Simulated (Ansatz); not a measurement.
Species: C2H, SMILES `[C]#C` (charge 0, multiplicity 2), formula C2H.

Question: How many basis functions does frozen-core CCSD(T)/def2-TZVPP // B3LYP-D3(BJ)/def2-TZVP in Ansatz (a program for electronic structure) use, how many core orbitals are frozen, and how many electrons are correlated?

Answer: 76 basis functions and 2 frozen orbitals, which leaves 9 correlated electrons. Core time is of the order of seconds.
